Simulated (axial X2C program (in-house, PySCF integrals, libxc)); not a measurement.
Values are calculated unless marked as measured or tabulated.
# SiO: input and output of an EOM-EE-CCSD run

Program: an axial X2C code built on PySCF integrals.

Input and command:
```json
{"zs": [14, 8], "q": 0, "bas": ["dyall-av3z", "dyall-av3z"], "r0": 1.64, "eom": "ee", "thr": -2.0, "nmax": 88}
```
```bash
python soeom.py task.json out
```

Keys: zs atomic numbers; q charge; bas basis sets; r0 starting distance in Å; eom kind of EOM run; thr threshold in hartree for freezing inner shells (an s shell follows its p shell); nmax most natural virtual spinors.

Output at R = 1.518 Å (near the PBE0 minimum at charge 0 of the determinant lowest at the starting distance; the state shown can have its own minimum elsewhere), reference SiO:

```
two-component X2C + atomic mean field  HF
basis functions 116  fitting functions 625  grid points 4350
iter        total energy     max residual
   1       -364.446813716     6.87e-02
   2       -364.461489918     6.48e-03
   3       -364.462022690     5.40e-03
   4       -364.462355658     1.43e-03
   5       -364.462400134     2.84e-04
   6       -364.462404951     8.39e-05
   7       -364.462405265     2.73e-05
   8       -364.462405316     6.34e-06
   9       -364.462405317     8.75e-07
converged
one-electron -583.37633628  Coulomb 208.55750457  exact exchange -28.64568950  xc functional 0.00000000  nuclear repulsion 39.04337788  atomic mean-field constant -0.04126198
correlated 10  virtual 200  natural virtual 88  E(MP2) -0.349944641  MP2 remainder -0.043084826
iter   CCSD correlation   residual
   1     -0.291312462   1.91e-01
   2     -0.304288606   1.02e-01
   3     -0.309083154   3.29e-02
   4     -0.309171697   1.11e-02
   5     -0.309267096   4.01e-03
   6     -0.309297190   1.57e-03
   7     -0.309287760   6.17e-04
   8     -0.309289215   1.92e-04
   9     -0.309294560   7.68e-05
  10     -0.309292188   2.59e-05
  11     -0.309292878   1.10e-05
  12     -0.309292863   4.12e-06
(T) -0.015491399  T1 0.0399  D1 0.0598  max T2 0.035
EOM-EE-CCSD roots
2*Omega      energy/Eh   energy/eV  one-particle weight
    0       0.15523119      4.2241      0.955
    0       0.15523227      4.2241      0.955
    0       0.17295477      4.7063      0.931
    0       0.20324143      5.5305      0.900
    0       0.20688910      5.6297      0.906
    2       0.15505569      4.2193      0.955
    2       0.17296184      4.7065      0.931
    2       0.19217882      5.2295      0.920
    2       0.20323430      5.5303      0.900
    4       0.15487529      4.2144      0.955
    4       0.19166523      5.2155      0.920
    4       0.20708502      5.6351      0.889
    6       0.19114984      5.2015      0.920
```
T1 in the output is the amplitude norm over the root of the electron number; divide by √2 for the Lee–Taylor value.

Reference electrons by ω block (each with its −ω partner): 1/2: 9, 3/2: 2. Root energies count from the CCSD energy of the reference. The reference has large amplitudes (orbital relaxation or multireference character). All roots sought are printed; those with a small one-particle weight need a further excitation, are placed far too high, and may in truth lie low or lowest. Inner shells are frozen, and levels at this size can be off by some tenths of an eV.
